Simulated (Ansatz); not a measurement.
A nudged elastic band was laid between two geometries of AlFH2 (4 atoms, charge 0, multiplicity 1).

These are results of RHF/def2-TZVP in Ansatz, not measurements.

```json
{"movable images": "5", "climbing image": "yes", "spring": "5.0 eV/Å²", "optimiser": "quadratic models (default)", "start path": "through a guess of the saddle point", "force threshold": "0.05 eV/Å", "iteration limit": "60", "end points": "relaxed"}
```

Initial state:

```xyz
4
Properties=species:S:1:pos:R:3
Al 0.402 0.000 0.186
F 0.445 0.000 1.815
H 1.773 0.000 -0.572
H -1.008 0.000 -0.498
```

Final state:

```xyz
4
Properties=species:S:1:pos:R:3
Al -0.446 0.000 -1.226
F 1.390 0.000 1.190
H 2.278 0.000 1.034
H -1.609 0.000 -0.067
```

Question: Which bonds break or form, and what moves?

Answer: Bonds broken: Al1–F2, Al1–H3. Bonds formed: F2–H3. AlFH2 becomes AlH + FH.

Question: Give the energies along the band, and the barrier.

Answer: The forces met the threshold. The highest image is number 3 of 0 to 6, 4.36 eV above the first end and 1.29 eV above the last; the last end lies 3.07 eV above the first. Neighbouring images differ by up to 2.1 eV, so the band resolves the path poorly. A vibrational analysis at the climbing image gives one clearly imaginary mode, 1916i cm⁻¹: a first-order saddle point. The orbitals stay closed-shell, which can raise the energy where a bond breaks towards radicals; this wasn't checked here.

```
image  path coordinate (Å)  energy (eV)  Al1–F2 (Å)  Al1–H3 (Å)  F2–H3 (Å)
    0                 0.00         0.00        1.63        1.57       2.73
    1                 0.48         0.52        1.63        1.55       2.27
    2                 0.96         2.29        1.68        1.58       1.74
    3                 1.45         4.36        1.85        1.72       1.19
    4                 1.94         3.38        2.27        2.21       0.92
    5                 2.44         3.11        2.68        2.88       0.90
    6                 2.94         3.07        3.03        3.54       0.90
```

Question: What is the geometry of the highest image?

Answer: 
```xyz
4
Properties=species:S:1:pos:R:3
Al 0.248 0.000 -0.402
F 0.954 0.000 1.307
H 1.752 0.000 0.426
H -1.343 0.000 -0.401
```

The run took 5.6 s on 2 threads of Intel(R) Xeon(R) 6975P-C (Granite Rapids), with other jobs on the host, peak memory 0.14 GiB.
